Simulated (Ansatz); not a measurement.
Input file:

```yaml
crystal:
  periodic: [false, false, false]
  atoms:
    - {symbol: B, position_ang: [0.000000, 0.084416, 0.783587]}
    - {symbol: C, position_ang: [0.000000, -0.120961, -0.584032]}
    - {symbol: H, position_ang: [0.000000, 0.535945, -1.445249]}
basis:
  gaussian: {orbitals: 6-31G, fitting: {mean_field: def2-universal-jkfit}}
total_charge: 1
magnetization: {spin_polarized: true, initial_magnetization: 1}
hamiltonian: {xc: {name: r2SCAN}}
correlation: {method: ccsdt, electrons: outside_noble_gas}
accuracy: high
```

```sh
$ ansatz run in.yaml --threads 1 --pin off --events-out ev --progress --plain --max-ram 2393MiB
```

Log:

```
168 factors; integrals over basis functions are off by at most 4.1e-2 eV
mean field evaluation 1: about -1696.1769 eV, gradient 4.7e1 eV
mean field evaluation 2: about -1696.1784 eV, gradient 4.7e1 eV
mean field evaluation 4: about -1709.0298 eV, gradient 1.3e1 eV
mean field evaluation 8: about -1711.4893 eV, gradient 4.5e0 eV
mean field evaluation 16: about -1711.7364 eV, gradient 2.6e-3 eV
mean field evaluation 32: about -1710.5709 eV, gradient 9.8e0 eV
mean field evaluation 64: about -1711.7364 eV, gradient 3.6e-8 eV
mean field evaluation 96: about -1711.4862 eV, gradient 6.4e-6 eV
mean field -1711.83490615 eV, -62.9087724776 hartree, gradient 1.8e-8 eV, S^2 1.706647; 8 other end points of the search recorded, 0 dependent functions left out
2 core orbitals not correlated: weight in the atoms' cores, before any rotation towards them, 1.000 or more for the frozen orbitals, at most 0.000 for the correlated occupied ones
reference -1703.62517878 eV, -62.6070705614 hartree; 4, 3 occupied and 14, 15 virtual orbitals, 168 factors
second order -1.92714100 eV of doubles, -0.12227676 eV of singles
cycle   1  -2.33277231 eV  change   -2.9e-1 eV  update   5.3e-2
cycle   2  -2.51085468 eV  change   -1.8e-1 eV  update   3.0e-2
...
cycle  46  -3.07329971 eV  change    3.0e-8 eV  update   9.6e-9
cycle  47  -3.07329969 eV  change    2.0e-8 eV  update   6.4e-9
cycle  48  -3.07329969 eV  change   -2.4e-9 eV  update   3.7e-9
cycle  49  -3.07329970 eV  change   -9.3e-9 eV  update   2.7e-9
cycle  50  -3.07329970 eV  change   -4.6e-9 eV  update   1.7e-9
cycle  51  -3.07329971 eV  change   -4.2e-9 eV  update   1.0e-9
cycle  52  -3.07329971 eV  change  -8.7e-10 eV  update  6.2e-10
cycle  53  -3.07329971 eV  change  -3.6e-11 eV  update  3.1e-10
cycle  54  -3.07329971 eV  change  -3.9e-10 eV  update  1.8e-10
cycle  55  -3.07329971 eV  change   1.8e-11 eV  update  1.2e-10
WARN: the results are in doubt because among natural orbitals full CI differs from the method by +0.739 eV
Total energy: -1706.69847848 eV, -62.7200122425 hartree
In doubt: among natural orbitals full CI differs from the method by +0.739 eV
```

The T1 diagnostic is 0.085.

Ran on 1 thread of AMD EPYC 7B13, shared host: 8.5 s wall, 0.17 GiB peak host memory.
